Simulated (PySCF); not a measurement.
## Nuclear quadrupole coupling in HPO

Species: HPO.
SMILES with atom numbers: `[O:1]=[PH:2]` (hydrogens: H3 on P2)

Geometry (PBE0-D3(BJ)/def2-TZVP, Å), atoms numbered from 1 in this order:
```xyz
3
HOP angstrom
O      1.2052   -0.0139    0.0017
P     -0.1525    0.5712   -0.0129
H     -1.0467   -0.5922   -0.0080
```

Field gradients from the PBE0/pcSseg-2 density (PySCF, non-relativistic), principal values in atomic units, ordered |Vxx| ≤ |Vyy| ≤ |Vzz|:

```csv
atom,Vxx,Vyy,Vzz
O1,0.0544,1.4961,-1.5504
```

Q: Find the asymmetry η = (Vxx − Vyy)/Vzz and the couplings χ = eQV/h (234.96 MHz × Q in barn × V in au), with Q(17O) = −0.0256 b.

A: 
```
atom        environment  nucleus     η  χzz (MHz)  χxx (MHz)  χyy (MHz)
  O1  phosphoryl oxygen      17O  0.93       9.33      -0.33      -9.00
```

At O1 η is above 0.9: Vyy and Vzz are nearly equal in size and opposite in sign, so a small change could swap them and flip the sign of χzz. The tensor is traceless: Vxx + Vyy + Vzz = 0.

Q: What is Vzz at O1 in SI units (1 au = 9.71736 × 10²¹ V/m²)?

A: -1.5504 au = -15.066 × 10²¹ V/m².

Q: And the gradient at the other heavy atoms, for which no coupling is worked out here?

A: 
| atom | environment | Vzz (au) | η |
| --- | --- | --- | --- |
| P2 | phosphorus bonded to O and H | 2.055 | 0.82 |

Q: What couplings would deuterons (Q(2H) = 0.00286 b) have in place of the hydrogens, at this geometry?

A: 
| atom | bonded to | bond length (Å) | Vzz (au) | η | χzz (kHz) |
| --- | --- | --- | --- | --- | --- |
| H3 | P2 | 1.467 | 0.1295 | 0.03 | 87 |

Geometry: PBE0-D3(BJ)/def2-TZVP; no solvent, vibrations or thermal averaging.
